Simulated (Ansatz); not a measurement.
# CCSD(T)/3-21G run of [BH4]− (SMILES [H][B-]([H])([H])[H])

What is the vertical ionisation energy of [BH4]− at CCSD(T)/3-21G? 

The calculation is run with Ansatz 0.2.0.

## Step 1: The system as given

[BH4]−: 5 atoms, total charge -1, spin state singlet. As SMILES, `[H][B-]([H])([H])[H]`. Geometry: relaxed at GFN2-xTB.

Bond lengths: B1–H2 1.229 Å, B1–H3 1.229 Å, B1–H4 1.229 Å, B1–H5 1.229 Å. Angles: H2–B1–H3 109.5°, H2–B1–H4 109.5°, H2–B1–H5 109.5°, H3–B1–H4 109.5°, H3–B1–H5 109.5°, H4–B1–H5 109.5°.

## Step 2: A single-point energy at CCSD(T)/3-21G

Contents of job.yaml:

```yaml
crystal:
  periodic: [false, false, false]
  atoms:
    - symbol: B
      position_ang: [0.000000, -0.000190, -0.000050]
    - symbol: H
      position_ang: [0.011880, -0.020580, 1.229120]
    - symbol: H
      position_ang: [1.154650, 0.011840, -0.420810]
    - symbol: H
      position_ang: [-0.587600, 1.007810, -0.387560]
    - symbol: H
      position_ang: [-0.578930, -0.998880, -0.420690]
basis:
  gaussian:
    orbitals: 3-21G.json
correlation:
  method: ccsd_t
  frozen_orbitals: {B: 1, H: 0}
total_charge: -1
accuracy: high
scf:
  omitted_lower_state_checks: [cluster_reference, increment]
```

The basis set 3-21G is read from a file made from the Basis Set Exchange's data (not shown).

Run with:

```sh
ansatz run job.yaml --threads 1 --pin off --max-ram 2610MiB --events-out events.jsonl --progress --plain --runs-dir runs
```

Log (excerpt; [...] marks lines left out):

```text
Warning: RAYON_NUM_THREADS=1 ignored (pool sized by the plan → 1); use --threads N
Functional definition: HF
  name "HF"
[...]
342 factors; integrals over basis functions are off by at most 5.4e-9 eV
[...]
mean field -729.61167496 eV, -26.8127345060 hartree, gradient 6.2e-8 eV, S^2 0.000000; 0 other end points of the search recorded, 0 dependent functions left out
1 core orbitals not correlated: weight in the atoms' cores, before any rotation towards them, 1.000 or more for the frozen orbitals, at most 0.000 for the correlated occupied ones
reference -729.61167496 eV, -26.8127345060 hartree; 4, 4 occupied and 12, 12 virtual orbitals, 342 factors
second order -2.06840185 eV of doubles, -0.00000000 eV of singles
cycle   1  -2.46104215 eV  change   -3.9e-1 eV  update   4.6e-2
[...]
cycle  16  -2.62806914 eV  change   5.8e-10 eV  update  5.5e-10
perturbative correction -0.03943876 eV, -0.0014493477 hartree
Total energy: -732.27918285 eV, -26.9107636132 hartree
Checks for a lower state left out: cluster_reference, increment
```

It took 0.12 s on 1 thread of Arm Neoverse V2, shared host.

## Step 3: Doublet neutral BH4 at the same level

Contents of run.yaml:

```yaml
crystal:
  periodic: [false, false, false]
  atoms:
    - {symbol: B, position_ang: [0.000000, -0.000190, -0.000050]}
    - {symbol: H, position_ang: [0.011880, -0.020580, 1.229120]}
    - {symbol: H, position_ang: [1.154650, 0.011840, -0.420810]}
    - {symbol: H, position_ang: [-0.587600, 1.007810, -0.387560]}
    - {symbol: H, position_ang: [-0.578930, -0.998880, -0.420690]}
basis:
  gaussian: {orbitals: 3-21G.json}
magnetization: {spin_polarized: true, initial_magnetization: 1}
correlation: {method: ccsd_t, frozen_orbitals: {B: 1, H: 0}}
accuracy: high
scf: {omitted_lower_state_checks: [cluster_reference, increment]}
```

The basis set 3-21G is read from a file made from the Basis Set Exchange's data (not shown).

Run with:

```sh
ansatz run run.yaml --threads 1 --pin off --max-ram 2610MiB --events-out events.jsonl --progress --plain --runs-dir runs
```

Log (excerpt; [...] marks lines left out):

```text
Warning: RAYON_NUM_THREADS=1 ignored (pool sized by the plan → 1); use --threads N
Functional definition: HF
  name "HF"
[...]
342 factors; integrals over basis functions are off by at most 5.4e-9 eV
[...]
mean field -726.08331432 eV, -26.6830696444 hartree, gradient 1.6e-8 eV, S^2 0.757993; 8 other end points of the search recorded, 0 dependent functions left out
1 core orbitals not correlated: weight in the atoms' cores, before any rotation towards them, 1.000 or more for the frozen orbitals, at most 0.000 for the correlated occupied ones
reference -726.08331432 eV, -26.6830696444 hartree; 4, 3 occupied and 12, 13 virtual orbitals, 342 factors
second order -1.74657298 eV of doubles, -0.00000000 eV of singles
cycle   1  -2.12639453 eV  change   -3.8e-1 eV  update   4.9e-2
[...]
cycle  28  -2.32264944 eV  change  -6.9e-11 eV  update  3.3e-10
perturbative correction -0.03749122 eV, -0.0013777768 hartree
Total energy: -728.44345499 eV, -26.7698032140 hartree
Checks for a lower state left out: cluster_reference, increment
```

Run time: 0.26 s. Hardware: 1 thread of Arm Neoverse V2, shared host.

## Step 4: Summary of results

Level: CCSD(T)/3-21G, 1 core orbital frozen.

```
                                                       quantity         value
                                   singlet [BH4]−: total energy  -26.91076 Eh
     singlet [BH4]−: correlation energy (1 core orbital frozen)     -98.0 mEh
                                 singlet [BH4]−: (T) correction     -1.45 mEh
                                  singlet [BH4]−: T1 diagnostic         0.008
                              doublet neutral BH4: total energy  -26.76980 Eh
doublet neutral BH4: correlation energy (1 core orbital frozen)     -86.7 mEh
                            doublet neutral BH4: (T) correction     -1.38 mEh
         doublet neutral BH4: ⟨S²⟩ of the reference determinant         0.758
                             doublet neutral BH4: T1 diagnostic         0.017
            vertical detachment energy (to the doublet neutral)      3.836 eV
```

The vertical ionisation energy comes to 3.84 eV (370 kJ/mol). The triples (singlet [BH4]−) make up 1.5 % of the correlation energy. The triples (doublet neutral BH4) make up 1.6 % of the correlation energy.
